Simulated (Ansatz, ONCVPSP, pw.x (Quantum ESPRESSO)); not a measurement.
# Equation-of-state test of one ONCV potential (Ta)

Ta, optimised norm-conserving Vanderbilt (ONCV), made with ONCVPSP 4.0.1.1 (patched build) (PBE, scalar-relativistic). Core [Xe] 4f14, reference 5d3.5 6s1.5. Waves: 6s: rc 2.95 bohr, ncon 4, nbas 7, qcut 1.9 1/bohr, 1 projector; p scattering state at 0.06 Ha: rc 2.60 bohr, ncon 4, nbas 8, qcut 2.9 1/bohr, 1 projector; 5d: rc 2.85 bohr, ncon 3, nbas 8, qcut 4.8 1/bohr, 2 projectors, debl 1.7 Ha. Local part: polynomial inside 2.35 bohr (lpopt 3, dvloc0 1 Ha). Core correction: Teter function, fcfact 2, rcfact 1.2.

Crystal test: bcc Ta in pw.x 7.5, no spin, 14³ k-points, Fermi–Dirac smearing 0.01 Ry, cutoffs 50/200 Ry. The reference is all-electron LAPW (Ansatz 0.2.0) with the same functional, mesh and smearing; V0 and B0 come from Birch–Murnaghan fits to the pressures at five volumes. Errors are pseudo minus all-electron; Δ is the rms difference of the E(V) curves that follow from these fits, minima aligned, over ±6 % about the mean V0. Mesh and smearing are coarse, so the numbers serve the comparison and aren't converged zero-temperature values; the lattice is a test structure that the element need not adopt.

All-electron: a0 = 3.321 Å (V0 = 18.31 Å³/atom), B0 = 193.2 GPa.

**Question.** How far does the potential miss the all-electron equation of state?

**Answer.** mean pressure error (GPa): -4.90; a0 (Å): 3.292; a0 error (%): -0.85; B0 error (%): -0.0; Δ (meV/atom): 19.7. The largest radius (2.95 bohr) exceeds half the bond length (2.71 bohr), so the spheres overlap, which is one possible source of error among others. This is a poor potential for the solid.

```tsv
V (Å³/atom)	P all-electron (GPa)	P pseudo (GPa)
17.282	12.43	6.53
17.737	6.48	1.15
18.192	1.22	-3.62
18.647	-3.44	-7.84
19.102	-7.57	-11.58
```

**Question.** At the middle volume, how do free energy and pressure move when the wave cutoff is lowered (ecutrho kept at four times it)?

**Answer.**

```
cutoff (Ry)  shift of F (meV/atom)  shift of P (GPa)
         22                  +36.7             +0.11
         30                  +19.6             +0.36
         40                   +6.9             +0.54
```

The run at the middle volume (104 k-points, 7 iterations) took about 10 s on one core of a shared host (Neoverse-N1, 64 threads, 124 GiB, load 57).
